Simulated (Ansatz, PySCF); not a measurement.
System: formic acid, CH$_{2}$O$_{2}$, net charge 0, singlet state. 
Geometry from a B3LYP-D3(BJ)/def2-TZVP (Ansatz, a first-principles code) optimisation:
SMILES: O=CO
```xyz
5

O     -1.0316    -0.4355    -0.0191
C      0.0042     0.4206     0.0039
O      1.1586     0.1057     0.0179
H     -0.6697    -1.3375    -0.0221
H     -0.3712     1.4518     0.0079
```
Charge 0, spin multiplicity 1.

Dipole moments at this geometry, in debye (magnitudes).

```tsv
level	program	dipole (D)
SVWN5/def2-TZVPD	Ansatz	1.52
PBE/def2-TZVPD	Ansatz	1.50
BLYP/def2-TZVPD	Ansatz	1.50
B3LYP/def2-TZVPD	PySCF	1.54
BHLYP/def2-TZVPD	Ansatz	?
TPSSh/def2-TZVPD	PySCF	1.53
HSE06/def2-TZVPD	Ansatz	1.55
wB97M-V/def2-TZVPD	Ansatz	1.55
CCSD(T)/aug-cc-pVDZ	Ansatz	?
```

Q: Some entries are withheld; supply them.

A: 
- BHLYP/def2-TZVPD, dipole (D): 1.60
- CCSD(T)/aug-cc-pVDZ, dipole (D): 1.45

Measured: 1.41 D (NIST CCCBDB, as tabulated in the package chemicals), a vibrational average, which may belong to another conformer or a mix. This is an older compilation, not checked against later work.
